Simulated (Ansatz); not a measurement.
# Worked example: BGeNH, sextet against BGeNH, quartet

Geometry (PBE0/def2-TZVP stationary point of a quartet), kept for both states (BGeNH, quartet: A''; BGeNH, sextet: A''):

```csv
atom,x (Å),y (Å),z (Å)
B,0.0000,0.5354,1.5745
Ge,0.0000,0.0493,-0.5080
N,0.0000,-0.7705,1.2486
H,0.0000,1.4080,2.3708
```

Basis cc-pVDZ; Ansatz 0.2.0. Correlated methods freeze the noble-gas cores and the filled d shells of p-block atoms. R marks a restricted (for open shells ROHF) determinant, U an unrestricted one. No spin–orbit coupling is included, and no scalar relativity.

Full CI isn't at hand for all of this; UCCSDT(Q) serves as the reference, and is uncertain by the last step of the cluster series or more.

```csv
level,"E(BGeNH, quartet) (hartree)","E(BGeNH, sextet) (hartree)"
UHF,-2154.937338,-2154.775497
UMP2,-2155.215524,-2155.002109
UCCSD(T),-2155.257451,-2155.048611
PBE,-2156.610488,-2156.402443
wB97M-V,-2156.883250,-2156.673241
UCCSDT(Q),-2155.260183,-2155.050856
```

Question: Give the vertical gap, BGeNH sextet less BGeNH quartet, at each level in eV (1 hartree = 27.2114 eV), and each error against UCCSDT(Q).

Answer: UCCSDT(Q): (-2155.050856 − (-2155.260183)) × 27.2114 = 5.696 eV (the reference)
wB97M-V: (-2156.673241 − (-2156.883250)) × 27.2114 = 5.715 eV, error 0.019 eV
PBE: (-2156.402443 − (-2156.610488)) × 27.2114 = 5.661 eV, error -0.035 eV
UCCSD(T): (-2155.048611 − (-2155.257451)) × 27.2114 = 5.683 eV, error -0.013 eV
UMP2: (-2155.002109 − (-2155.215524)) × 27.2114 = 5.807 eV, error 0.111 eV
UHF: (-2154.775497 − (-2154.937338)) × 27.2114 = 4.404 eV, error -1.292 eV

Total energies of functionals can't be set beside those of wave-function methods, since they hold the core's correlation and their own absolute errors; only the differences compare.

In so small a basis the reference is far from its limit while semilocal and hybrid functionals are nearer theirs, so the functionals' errors here hold much of the reference's basis and frozen-core error, which can add to them or hide them.

Each level lands on the state that its own search finds. T1 diagnostics of restricted CCSD: 0.030 and 0.025.
